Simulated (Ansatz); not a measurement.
A plane-wave DFT run in Ansatz 0.2.0 (scalar-relativistic PAW potentials unless the input names others): input and command.

```yaml
crystal:
  lattice:
    - [0.0, 3.7532307318, 3.7532307318]
    - [3.7532307318, 0.0, 3.7532307318]
    - [3.7532307318, 3.7532307318, 0.0]
  atoms:
    - { symbol: K, position: [0.0, 0.0, 0.0] }
    - { symbol: Al, position: [0.25, 0.25, 0.25] }
    - { symbol: Al, position: [0.75, 0.75, 0.75] }
basis:
  ecutwfc: 420
kpoints:
  mp_grid: { grid: [12, 12, 12] }
hamiltonian:
  xc: pbe
  hubbard: { sites: [{ species: Al, l: f, u_eff: 30.0 }] }
scf:
  occupations: { method: gaussian, width: 0.1 }
  max_iter: 60
output:
  forces: true
  eigenvalues: true
  stress: true
```

```bash
ansatz run input.yaml --threads 1 --pin off --max-ram 2560MiB --backend cpu --events-out ev --progress --plain --runs-dir out
```

Task: What is wrong with this input?

Result: The program refuses it, because of a U on a shell that isn't there (hamiltonian.hubbard: not typed → {"sites": [{"species": "Al", "l": "f", "u_eff": 30.0}]}). Without that key it is accepted.

Abridged log:
```
Error: inconsistent input (hamiltonian.hubbard.sites[].l, hamiltonian.hubbard.sites[].shell): the file of Al doesn't list 4f, and it can't be added: PBE doesn't bind the shell 4f of the free atom, whose level lies at +1.02 eV. Type an atom or ion with it (hamiltonian.pseudopotentials.projection_atoms), take another file or name another shell
```

Cost: 1 run of about 0.011 core-minutes, on Arm Neoverse V1 (shared hosts).